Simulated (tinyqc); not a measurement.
RHF in the sto-6g basis, for H3O+, spin multiplicity 1, step by step. One step of it, computed by the program tinyqc.

Question. Orthogonalisation. S = U s U^T; symmetric (Loewdin) form X = U s^(-1/2) U^T, so that X^T S X = 1.

overlap S, order 1O 1s, 1O 2s, 1O 2px, 1O 2py, 1O 2pz, 2H 1s, 3H 1s, 4H 1s:
$$\begin{pmatrix}
1.000000 & 0.231145 & 0.000000 & 0.000000 & 0.000000 & 0.044094 & 0.044062 & 0.044062 \\
0.231145 & 1.000000 & 0.000000 & 0.000000 & 0.000000 & 0.414024 & 0.413834 & 0.413834 \\
0.000000 & 0.000000 & 1.000000 & 0.000000 & 0.000000 & 0.355214 & -0.177664 & -0.177664 \\
0.000000 & 0.000000 & 0.000000 & 1.000000 & 0.000000 & 0.000000 & 0.307456 & -0.307456 \\
0.000000 & 0.000000 & 0.000000 & 0.000000 & 1.000000 & -0.030023 & -0.030004 & -0.030004 \\
0.044094 & 0.414024 & 0.355214 & 0.000000 & -0.030023 & 1.000000 & 0.158150 & 0.158150 \\
0.044062 & 0.413834 & -0.177664 & 0.307456 & -0.030004 & 0.158150 & 1.000000 & 0.158229 \\
0.044062 & 0.413834 & -0.177664 & -0.307456 & -0.030004 & 0.158150 & 0.158229 & 1.000000
\end{pmatrix}$$

Give: eigenvalues of S; X.

Answer.

eigenvalues of S: [0.3922, 0.4787, 0.4789, 0.9750, 1.0101, 1.3628, 1.3632, 1.9390]

X, order 1O 1s, 1O 2s, 1O 2px, 1O 2py, 1O 2pz, 2H 1s, 3H 1s, 4H 1s:
$$\begin{pmatrix}
1.0232 & -0.1408 & 0.0000 & 0.0000 & 0.0015 & 0.0174 & 0.0174 & 0.0174 \\
-0.1408 & 1.2501 & 0.0000 & 0.0000 & -0.0163 & -0.2335 & -0.2333 & -0.2333 \\
0.0000 & 0.0000 & 1.0983 & 0.0000 & 0.0000 & -0.2365 & 0.1183 & 0.1183 \\
0.0000 & 0.0000 & 0.0000 & 1.0981 & 0.0000 & 0.0000 & -0.2047 & 0.2047 \\
0.0015 & -0.0163 & 0.0000 & 0.0000 & 1.0012 & 0.0167 & 0.0166 & 0.0166 \\
0.0174 & -0.2335 & -0.2365 & 0.0000 & 0.0167 & 1.1518 & -0.0518 & -0.0518 \\
0.0174 & -0.2333 & 0.1183 & -0.2047 & 0.0166 & -0.0518 & 1.1517 & -0.0518 \\
0.0174 & -0.2333 & 0.1183 & 0.2047 & 0.0166 & -0.0518 & -0.0518 & 1.1517
\end{pmatrix}$$
